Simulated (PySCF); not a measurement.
C₂H₂ClNO.
Numbering: `[O:1]=[N:2]/[CH:3]=[CH:4]/[Cl:5]` (hydrogens: H6 on C3; H7 on C4)

Geometry (PBE0-D3(BJ)/def2-SVP, Å), atoms numbered from 1 in this order:
```
atom  x, y, z in Å
O1    -1.8967   -0.7902   -0.1057
N2    -1.5726    0.3633    0.0056
C3    -0.1631    0.6222   -0.0143
C4     0.7403   -0.3681    0.0103
Cl5    2.4218   -0.1266    0.0387
H6     0.0973    1.6818   -0.0042
H7     0.4077   -1.4109    0.0191
```

Computed with PySCF at PBE0/def2-SVPD, non-relativistic, on one gas-phase PBE0-D3(BJ)/def2-SVP geometry that isn't relaxed in the solvent. The solvent is an IEF-PCM continuum (cavity from Bondi-type radii × 1.2), and excitations are vertical TDDFT with non-equilibrium linear response and a frozen core. Specific hydrogen bonds and non-electrostatic terms are outside this model.

Gas-phase singlets (H = HOMO, L = LUMO):

| state | E (eV) | λ (nm) | f | leading configurations |
| --- | --- | --- | --- | --- |
| S1 | 1.258 | 985 | 0.000 | H→L 98% |
| S2 | 4.588 | 270 | 0.248 | H-1→L 95% |
| S3 | 5.153 | 241 | 0.000 | H-2→L 72%, H→L+1 18% |
| S4 | 5.377 | 231 | 0.008 | H→L+1 49%, H-2→L 26% |
| S5 | 6.089 | 204 | 0.045 | H→L+2 66%, H→L+1 29% |

Question: Give the list for benzene (ε = 2.271), n² = 2.25.

Answer: 
```json
{"state": "S1", "E (eV)": "1.309", "λ (nm)": "947", "f": "0.000", "leading configurations": "H→L 98%", "change by rank (eV)": "+0.051"}
{"state": "S2", "E (eV)": "4.387", "λ (nm)": "283", "f": "0.322", "leading configurations": "H-1→L 97%", "change by rank (eV)": "-0.201"}
{"state": "S3", "E (eV)": "5.099", "λ (nm)": "243", "f": "0.001", "leading configurations": "H-2→L 91%", "change by rank (eV)": "-0.054"}
{"state": "S4", "E (eV)": "5.478", "λ (nm)": "226", "f": "0.008", "leading configurations": "H→L+1 72%, H→L+2 18%", "change by rank (eV)": "+0.101"}
{"state": "S5", "E (eV)": "6.217", "λ (nm)": "199", "f": "0.050", "leading configurations": "H→L+2 76%, H→L+1 19%", "change by rank (eV)": "+0.128"}
```

Question: What are the lowest 5 singlets in acetonitrile (ε = 35.69)?

Answer: 
```tsv
state	E (eV)	λ (nm)	f	leading configurations	change by rank (eV)
S1	1.384	896	0.000	H→L 98%	+0.126
S2	4.358	284	0.315	H-1→L 97%	-0.230
S3	5.008	248	0.002	H-2→L 95%	-0.145
S4	5.635	220	0.007	H→L+1 83%, H→L+2 12%	+0.258
S5	6.391	194	0.047	H→L+2 82%, H→L+1 12%	+0.302
```

Question: The ground-state energy changes by -0.175 eV from gas to acetonitrile. By how much does the total energy of gas-phase S1 change?

Answer: E(S1) = E(S0) + excitation energy, so it changes by -0.175 + 0.126 = -0.049 eV: it is lowered less than the ground state, which is what a blue shift means. This is the vertical state, with the slow part of the continuum still set for S0.

Question: How do the frontier levels move from gas to acetonitrile?

Answer: 
```
orbital  gas (eV)  solvent (eV)  change (eV)
 LUMO+2      0.30          0.56        +0.26
 LUMO+1      0.21          0.43        +0.22
   LUMO     -3.36         -3.29        +0.07
   HOMO     -6.88         -6.94        -0.06
 HOMO-1     -8.43         -8.22        +0.21
 HOMO-2     -9.91         -9.64        +0.27
 HOMO-3    -11.44        -11.21        +0.23
```

The HOMO–LUMO gap goes from 3.52 to 3.66 eV.
